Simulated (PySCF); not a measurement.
Gas-phase reaction: 4 SiHCl2 + O2 ⇌ 4 SiCl2 + 2 H2O

Computed with PySCF and rigid-rotor harmonic-oscillator thermochemistry at 1 bar. † marks an energy on the PBE0/def2-TZVP geometry and frequencies; other levels use their own. CCSD(T) freezes the core. Open shells (unrestricted): SiHCl2 (multiplicity 2), O2 (multiplicity 3); the rest are closed-shell singlets. SiHCl2: computed as isolated molecules; such fragments, hydroxides, amides, oligomers or adducts are transient or little studied in the gas. CCSD(T) isn't extrapolated to the basis-set limit; its ΔH°(298 K) is -479.2 kJ in def2-SVP and -532.1 kJ in def2-TZVPP. The harmonic model lacks anharmonicity and excited electronic states, which grow with temperature; levels with a mode under 35 cm⁻¹ are left out.

| level | ΔE electronic, kJ | ΔH°(298 K), kJ | ΔS°(298 K), J/K | ΔG°(1200 K), kJ |
|---|---|---|---|---|
| BLYP/def2-TZVP† | -540 | -515 | 113 | -644 |
| CCSD(T)/def2-SVP† | -504 | -479 | 113 | -609 |
| HF/def2-TZVP† | -293 | -269 | 113 | -398 |
| PBE/def2-SVP | -451 | -427 | 113 | -554 |
| PBE0/def2-TZVP | -461 | -436 | 113 | -566 |
ΔH° is lowest at BLYP/def2-TZVP† and highest at HF/def2-TZVP†. No reference value is set beside these.
